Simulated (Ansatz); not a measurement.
C3H5ClF2, SMILES `C[C@@H](F)[C@H](F)Cl`. Total charge 0; spin multiplicity 1.

```xyz
11

C    -0.064   -0.692   -1.118
C     0.570   -0.129    0.126
F     1.663    0.642   -0.238
C    -0.336    0.789    0.923
F     0.332    1.268    2.000
Cl   -1.771   -0.091    1.486
H     0.690   -1.239   -1.685
H    -0.457    0.109   -1.748
H    -0.876   -1.374   -0.866
H     0.932   -0.918    0.793
H    -0.683    1.634    0.326
```

Q: Give the diagnostics of a CCSD(T)/def2-TZVPP run (frozen core, the Gaussian-basis code of Ansatz). (Estimate.)

A: Computed: T1 = 0.0107, largest single amplitude 0.013, largest double 0.017, (T) share of the correlation energy 3.5 %, 9 CCSD cycles. The RHF solution is stable towards an unrestricted one. T1 lies under the customary mark of 0.02 for closed shells.
